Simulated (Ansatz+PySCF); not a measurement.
## singlet NO(+): levels of theory in one basis

```xyz
2

N     0.0000    0.0000   -0.5653
O     0.0000    0.0000    0.4946
```

Basis set: def2-SVP (spherical functions). Left uncorrelated: 2 orbitals. Charge 1, multiplicity 1.

Computed with Ansatz (development build ahead of 0.2.0); each method stands on the lowest determinant of its kind that the runs found. NEVPT2 correlates all electrons. Active spaces start from the frontier orbitals, and the lowest solution found is given.

```tsv
method	E − E(RHF) (eV)	<S²> of the determinant
RHF	0.00	0.00
RHF-MP2	-9.16	–
RHF-CCSD	-9.10	–
RHF-CCSD(T)	-9.45	–
CASSCF(2,2)	-1.02	–
SC-NEVPT2(2,2)	-9.10	–
SC-NEVPT2(10,8)	-8.79	–
```

(1) What does CASSCF(10,8) give on the same scale?

(2) Is a single determinant a sound starting point here?

Answers

(1) -4.77 eV.

(2) By this sign, yes. Unrestricted orbitals gain 0.00 eV and <S²> is 0.00 against 0.00 for a pure state. The CASSCF(10,8) natural occupations are 2.00, 1.99, 1.98, 1.94, 1.94, 0.07, 0.07, 0.02. The CASSCF(2,2) natural occupations are 1.93, 0.07.

Caution for CASSCF(2,2): other starts end on other solutions of this active space.
